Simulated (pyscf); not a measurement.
**Four-centre exchange: HO–Sn(Cl)(Cl)–Cl + HF -> HO–Sn(F)(Cl)–Cl + HCl**

Gas phase, singlet surface, charge 0. Bonds broken: Sn2–Cl3, F7–H8. Bonds formed: Sn2–F7, Cl3–H8. PySCF, gas phase, ωB97X-D3(BJ)/def2-SVP geometries.

Transition state (Å):

```xyz
8

O      1.4615     0.7778     0.1422
Sn    -0.3190    -0.0181     0.2362
Cl    -2.3565    -0.7519     1.7898
Cl    -1.5959     1.7765    -0.4395
Cl    -0.5170    -1.8543    -1.1333
H      2.0875     0.2952     0.6998
F      0.2164    -0.8688     2.0597
H     -1.0320    -1.0129     2.3065
```

One imaginary mode, 463i cm⁻¹; descent along it reached the two sides named, in the forms told below.

```csv
bond,change,reactant side (Å),saddle,product side
Sn2–Cl3,breaks,2.343,2.7,3.3
F7–H8,breaks,0.935,1.281,1.938
Sn2–F7,forms,2.9,2.082,1.941
Cl3–H8,forms,2.288,1.445,1.293
```

Electronic energies relative to the separated reactants (kcal/mol):

```tsv
level	barrier	reaction energy	reverse barrier
ωB97X-D3(BJ)/def2-TZVP	14.9	+9.9	5.0
PBE/def2-TZVP	9.9	+6.2	3.7
r²SCAN/def2-TZVP	9.8	+6.6	3.2
B3LYP-D3(BJ)/def2-TZVP	13.6	+7.6	6.0
PBE0-D3(BJ)/def2-TZVP	13.4	+9.0	4.4
M06-2X/def2-TZVP	14.5	+7.9	6.5
ωB97M-D3(BJ)/def2-TZVP	15.0	+7.1	8.0
HF/def2-TZVP	31.8	+7.7	24.1
```

With ωB97M-D3(BJ)/def2-TZVP energies and thermal terms (ideal gas, 1 atm, RRHO with modes under 100 cm⁻¹ raised to 100, one conformer, R ln 2 for chiral ones without a mode under 150 cm⁻¹), in kcal/mol:

```tsv
T (K)	ΔH‡	ΔG‡	ΔH	ΔG
298	13.1	24.3	+5.8	+5.6
600	12.9	35.8	+5.7	+5.4
900	13.2	47.2	+5.7	+5.2
1200	13.7	58.4	+5.7	+5.1
```

On the reactant side the descent ends in a complex, 6.7 kcal/mol under the separated species and 21.6 kcal/mol under the saddle at ωB97X-D3(BJ)/def2-TZVP. On the product side the descent ends in a complex, 4.4 kcal/mol under the separated species and 9.4 kcal/mol under the saddle at ωB97X-D3(BJ)/def2-TZVP. This is the saddle that the search found; another between the same sides may lie lower. Elements past Kr carry the def2 core potentials, without spin-orbit coupling.
